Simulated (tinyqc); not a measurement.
CID on RHF in the sto-3g basis, frozen core, for LiH, spin multiplicity 1, step by step. One step of it, computed by the program tinyqc.

Question. CID: roots. Diagonalise (each vector has its largest component positive (the first on a tie)); all determinants have Ms = 0, so triplets appear too. The lowest singlet root is the correlation energy.

Occupation strings over the orbitals (2 doubly, a alpha, b beta, 0 empty; spin orbitals ordered 1a 1b 2a 2b ...): 220000 202000 20a00b 200200 200020 20b00a 200002

H - E(HF) between determinants (hartree), order 220000, 202000, 20a00b, 200200, 200020, 20b00a, 200002:
```
[[0.000000, 0.019302, -0.041991, 0.021501, 0.021501, 0.041991, 0.129476],
 [0.019302, 0.609579, 0.106548, 0.041351, 0.041351, -0.106548, 0.029696],
 [-0.041991, 0.106548, 0.546416, -0.012386, -0.012386, -0.029696, 0.024030],
 [0.021501, 0.041351, -0.012386, 0.632779, 0.016869, 0.012386, 0.019473],
 [0.021501, 0.041351, -0.012386, 0.016869, 0.632779, 0.012386, 0.019473],
 [0.041991, -0.106548, -0.029696, 0.012386, 0.012386, 0.546416, -0.024030],
 [0.129476, 0.029696, 0.024030, 0.019473, 0.019473, -0.024030, 0.763691]]
```

Give: lowest roots of this matrix, relative to E(HF); lowest vectors; <S^2> of these roots; weight of the ground state by excitation level 0, 1, 2, ....

Answer.

lowest roots of this matrix, relative to E(HF) (hartree): [-0.030, 0.431, 0.517, 0.616, 0.656, 0.721, 0.821]

lowest vectors, order 220000, 202000, 20a00b, 200200, 200020, 20b00a, 200002:
```
[[0.979, 0.104, 0.000, 0.000],
 [-0.047, 0.662, 0.000, 0.000],
 [0.082, -0.489, 0.707, 0.000],
 [-0.021, -0.191, 0.000, 0.707],
 [-0.021, -0.191, 0.000, -0.707],
 [-0.082, 0.489, 0.707, 0.000],
 [-0.162, -0.007, 0.000, 0.000]]
```

<S^2> of these roots: [0.000, 0.000, 2.000, 0.000, 0.000, 0.000, 0.000]

weight of the ground state by excitation level 0, 1, 2, ...: [0.958, 0.000, 0.042]
